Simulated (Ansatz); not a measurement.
The cluster Mg2S⁺, relaxed as a doublet with UKS PBE0-D4/def2-TZVP in Ansatz, starting from the GFN1-xTB geometry. Force threshold 0.02 eV/Å.

The structure comes from a short search, and lower isomers may exist.

Start:

```xyz
3

Mg    1.4244    0.4996   -0.8954
Mg   -1.7535    0.0778    0.1283
S     0.3291   -0.5775    0.7671
```

(1) Estimate the energy that the relaxation releases and the steps that it takes.

(2) Does the start keep its bonding and symmetry?

(3) Predict the relaxed structure.

Results:

(1) 5.1 kJ/mol, in 6 steps; 8.5 s on 4 threads of Arm Neoverse V1 on a shared host. No frequencies were taken in this run, so the end may be a saddle point.

(2) By distances, no bond broke or formed. The bond that changes most is Mg2–S3, from 2.27 to 2.25 Å (atoms count from 1). The end is the same structure that another start reached, the lowest one found. Point group C2v at the start, C2v at the end, both within 0.05 Å.

(3) 
```xyz
3

Mg    1.748    0.453   -0.874
Mg   -1.978   -0.044    0.330
S     0.230   -0.409    0.544
```
Bond lengths (bridged metal pairs left out): 2 × Mg–S 2.25 Å.
